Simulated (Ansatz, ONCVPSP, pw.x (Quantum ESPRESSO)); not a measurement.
## pw.x on fcc Re: one setting changed

Potential: optimised norm-conserving Vanderbilt (ONCV), ONCVPSP 4.0.1.1 (patched build), LDA (Perdew-Wang 92); core [Kr] 4d10 4f14, reference 5s2 5p6 5d5 6s1 6p1; waves: 5s+6s: rc 2.00 bohr, ncon 4, nbas 7, qcut 6.7 1/bohr, 2 projectors; 5p+6p: rc 2.20 bohr, ncon 4, nbas 8, qcut 4.8 1/bohr, 2 projectors; 5d: rc 2.00 bohr, ncon 3, nbas 8, qcut 6.3 1/bohr, local; local part: the d channel; core correction: Teter function fitted to the true core (icmod 2), fcfact 0.3.

The reference run (k-mesh 15³, cutoffs 55/220 Ry, Fermi–Dirac 0.01 Ry, mixing_beta 0.4, conv_thr 1e-9, no spin) gives -2.25 GPa at 14.368 Å³/atom, where all-electron LAPW gives 0.76 GPa. This run, with its own iteration cap, changes diagonalization to cg.

```
&control
  calculation='scf', prefix='x', pseudo_dir='./', outdir='./tmp', tstress=.true., disk_io='none'
/
&system
  ibrav=0, nat=1, ntyp=1, ecutwfc=55, ecutrho=220, nbnd=15,
  occupations='smearing', smearing='fd', degauss=0.01
/
&electrons
  conv_thr=1e-09, mixing_beta=0.4, electron_maxstep=50, diagonalization='cg'
/
ATOMIC_SPECIES
Re 1.0 Re.UPF
CELL_PARAMETERS angstrom
  0.00000000 1.92954735 1.92954735
  1.92954735 0.00000000 1.92954735
  1.92954735 1.92954735 0.00000000
ATOMIC_POSITIONS crystal
Re 0.0000 0.0000 0.0000
K_POINTS automatic
15 15 15 0 0 0
```

```bash
pw.x < Re.scf.in > Re.scf.out
```

Task: How does the run end?

Result: It converges in 11 iterations; the free energy moves by +0.0 meV/atom and the pressure by +0.01 GPa. The result is that of the reference run.

```
Message from routine setup:
     using ibrav=0 with symmetry is DISCOURAGED, use correct ibrav instead
     lattice parameter (alat)  =       5.1567  a.u.
     unit-cell volume          =      96.9601 (a.u.)^3
     number of electrons       =        15.00
     number of Kohn-Sham states=           15
     kinetic-energy cutoff     =      55.0000  Ry
     charge density cutoff     =     220.0000  Ry
     scf convergence threshold =      1.0E-09
     Exchange-correlation= SLA  PW   NOGX NOGC
     number of k points=   120  Fermi-Dirac smearing, width (Ry)=  0.0100
     iteration #  1     ecut=    55.00 Ry     beta= 0.40
     total energy              =    -174.06668970 Ry
     estimated scf accuracy    <       0.07143497 Ry
     iteration #  2     ecut=    55.00 Ry     beta= 0.40
     total energy              =    -174.06513643 Ry
     estimated scf accuracy    <       0.01084762 Ry
     iteration #  3     ecut=    55.00 Ry     beta= 0.40
     total energy              =    -174.06801437 Ry
     estimated scf accuracy    <       0.00057491 Ry
     [... 5 iterations left out ...]
     iteration #  9     ecut=    55.00 Ry     beta= 0.40
     total energy              =    -174.06803224 Ry
     estimated scf accuracy    <       0.00000005 Ry
     iteration # 10     ecut=    55.00 Ry     beta= 0.40
     total energy              =    -174.06803225 Ry
     estimated scf accuracy    <          1.1E-09 Ry
     iteration # 11     ecut=    55.00 Ry     beta= 0.40
     the Fermi energy is    24.6503 ev
!    total energy              =    -174.06803225 Ry
     estimated scf accuracy    <          6.6E-11 Ry
     smearing contrib. (-TS)   =      -0.00382474 Ry
     The total energy is F=E-TS. E is the sum of the following terms:
     one-electron contribution =     -17.20786728 Ry
     hartree contribution      =      18.86966752 Ry
     xc contribution           =     -34.26899236 Ry
     ewald contribution        =    -141.45701539 Ry
     convergence has been achieved in  11 iterations
          total   stress  (Ry/bohr**3)                   (kbar)     P=      -22.39
     Message from routine punch:
     Nothing written, as per user request (disk_io='none')
```

The run took about 37 s on one core of a shared host (Neoverse-N1, 64 threads, 124 GiB, load 56).
